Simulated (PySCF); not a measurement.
Bond length, frequency and bond energy of BP⁺ by level of theory

State: ⁴Σ⁻ (quartet), unpaired electrons σ ↑, π ↑↑. Set-up: basis B def2-TZVPPD, P def2-TZVPPD; no relativity; PySCF 2.14. De refers to B⁺ + P in their high-spin ground configurations, without counterpoise correction. The functionals are run spin-unrestricted. A positive dipole points towards P; it is taken about the centre of mass and depends on that origin.

```csv
Level,Re (Å),ωe (cm⁻¹),De (eV),μ (D),"CPU s a point (SCF and correlation, without the integrals)"
UHF,1.831,769,1.90,-2.24,1
UHF-MP2,1.839,804,2.27,n/a,1.6
UHF-SCS-MP2,1.851,754,2.07,n/a,n/a
UHF-CCSD,1.863,708,1.94,n/a,n/a
UHF-CCSD(T),1.872,704,2.09,n/a,22
PBE,1.867,746,3.26,-1.40,1.3
PW91,1.864,749,3.29,-1.41,0.82
BLYP,1.878,716,3.10,-1.38,0.81
TPSS,1.864,754,3.14,-1.52,2
r²SCAN,1.850,781,3.22,-1.60,2
PBE0,1.846,779,3.01,-1.57,2.4
M06,1.853,761,2.92,-1.45,2.7
ωB97M-V,1.839,785,2.59,-1.43,7.1
B2PLYP,1.854,757,2.68,-1.83,1.9
```

Which functional lies closest to UHF-CCSD(T) in De, which farthest, and by how much do they differ from it?

Closest is ωB97M-V (-3.3 pm in Re, +11.5 % in ωe, +0.50 eV in De against UHF-CCSD(T) in the same basis), farthest PW91 (-0.8 pm in Re, +6.4 % in ωe, +1.20 eV in De). CCSD(T) converges more slowly with the basis than the functionals do and binds too weakly in this one, so the order can change at the basis-set limit.

What does second-order correlation do here, going from UHF to UHF-MP2?

UHF-MP2 less UHF: +0.8 pm in Re, +4.6 % in ωe, +0.37 eV in De. Correlation nearly always deepens the well. The bond lengthens, as in strong covalent bonds, where excitations into antibonding orbitals dominate.

What does all correlation do here, going from UHF to UHF-CCSD(T)?

UHF-CCSD(T) less UHF: +4.1 pm in Re, -8.5 % in ωe, +0.19 eV in De. Correlation nearly always deepens the well. The bond lengthens, as in strong covalent bonds, where excitations into antibonding orbitals dominate.

Correlated steps freeze 6 core orbitals. For an ion De counts to the pair picked by the measured ionisation energies or electron affinities, which need not be the lowest pair at this level. B2PLYP dipoles, levels and charges come from its SCF part alone. The state is the lowest determinant that a PBE0 search found; another state may lie lower at other levels.

The whole job (state search and all levels along the bond) took about 5.1 min on 2 threads of Arm Neoverse V1 (shared host), peak memory 3.1 GiB.
